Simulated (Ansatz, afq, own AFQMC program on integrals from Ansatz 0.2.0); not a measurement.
# CH₃Ge, doublet: AFQMC among the cluster methods

```yaml
atoms:
  - { symbol: Ge, position_ang: [-0.0003, 0.0000, 0.4319] }
  - { symbol: C, position_ang: [0.0122, 0.0000, -2.0091] }
  - { symbol: H, position_ang: [-1.0493, 0.0000, -2.2978] }
  - { symbol: H, position_ang: [0.4647, 0.8945, -2.4435] }
  - { symbol: H, position_ang: [0.4647, -0.8945, -2.4435] }
```

Connectivity, by distances: Ge–CH3.

Basis cc-pVDZ. Only valence electrons are correlated. Integrals, coupled cluster, full CI and functionals: Ansatz 0.2.0; the random walks run on the same integrals in our own AFQMC program. ph-AFQMC/CISD is guided by a CISD state made of CCSD amplitudes; releasing the constraint for a short imaginary time cuts its bias at the price of noise, slowly where states lie close. Uncertainties: one standard error, sampling alone. No spin–orbit coupling.

Determinant: UHF, the one that the program's search chose, which needn't be the lowest solution. The geometry is a point of a scan.

No full CI on the walks' own integrals is used here. The released AFQMC energy serves as the reference, which it does only where one determinant dominates, the energy is flat over the last release times and near the phaseless one (40 meV or 2 meV an electron, half that with transition metals). On small molecules, where full CI could be run and the noise was under 10 meV, such values lay within 10 meV of it in 19 cases of 20, a flattering rate, since the rule was set on those same cases; what remains of the bias isn't in the error bar.

Cautions: no relativity below Rb; no spin-orbit coupling; inner d shell frozen; the released value is read at 2.40 1/Eh with a noise of 20 meV, more than in the cases checked (meV from the phaseless value at times in 1/Eh: 5 ± 13 at 0.24, -11 ± 12 at 0.51, -15 ± 12 at 0.99, -27 ± 16 at 1.62, -5 ± 20 at 2.40).

* T1 diagnostic: 0.0185
* weight of the determinant in the CISD state: 0.866
* ⟨S²⟩ of the determinant: 0.790
* size of the correlated space: 11 electrons in 41 orbitals

Reference: AFQMC with the constraint released, correlation energy -6.837 ± 0.020 eV.

```csv
level,E − E(reference) (kJ/mol),share of correlation (%)
HF,659.7 ± 2.0,0.00
MP2,115.9 ± 2.0,82.43
CCSD,22.1 ± 2.0,96.65
CCSD(T),2.8 ± 2.0,99.57
ph-AFQMC/CISD,0.5 ± 2.5,99.92
```

A walk keeps the symmetry of its determinant, which the program's search chose and which needn't be the lowest solution, so a lower state of the same spin and another symmetry isn't excluded. Released energies are given only where the last usable release times agree within the noise; a slower fall can still hide under it.
